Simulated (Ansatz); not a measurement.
All numbers were calculated with Ansatz.

`C=NC#CC` at its PBE0-D4/def2-TZVP geometry, where that method's forces vanish. Charge 0, multiplicity 1.

| atom | x (Å) | y (Å) | z (Å) |
| --- | --- | --- | --- |
| C1 | 0.399 | -2.567 | 0.342 |
| N2 | 0.799 | -1.460 | 0.817 |
| C3 | 0.338 | -0.297 | 0.357 |
| C4 | -0.006 | 0.810 | 0.024 |
| C5 | -0.421 | 2.138 | -0.381 |
| H6 | -0.337 | -2.645 | -0.462 |
| H7 | 0.811 | -3.484 | 0.757 |
| H8 | -1.169 | 2.107 | -1.177 |
| H9 | -0.849 | 2.683 | 0.465 |
| H10 | 0.434 | 2.716 | -0.742 |

For each bond, give half the difference of the two atoms' forces along it (eV/Å; positive pushes the atoms apart) under PBE-D4, r2SCAN-D4, B3LYP-D4, ωB97M-V in def2-TZVPP. (Estimate.)

The calculation gave: 
| bond | length (Å) | PBE-D4 | r2SCAN-D4 | B3LYP-D4 | ωB97M-V |
| --- | --- | --- | --- | --- | --- |
| C1–N2 | 1.270 | 0.82 | 0.50 | 0.19 | -0.28 |
| C1–H6 | 1.093 | -0.04 | -0.10 | -0.07 | -0.05 |
| C1–H7 | 1.087 | -0.10 | -0.14 | -0.14 | -0.01 |
| N2–C3 | 1.333 | -0.82 | -0.48 | 0.07 | 0.99 |
| C3–C4 | 1.207 | 1.19 | 0.54 | -0.17 | -0.96 |
| C4–C5 | 1.449 | -0.69 | -0.27 | 0.17 | 0.64 |
| C5–H8 | 1.093 | 0.14 | 0.00 | -0.05 | -0.14 |
| C5–H9 | 1.094 | 0.15 | 0.01 | -0.05 | -0.14 |
| C5–H10 | 1.094 | 0.16 | 0.01 | -0.05 | -0.15 |

B3LYP here is the variant with VWN-RPA as its local correlation; programs differ in this.
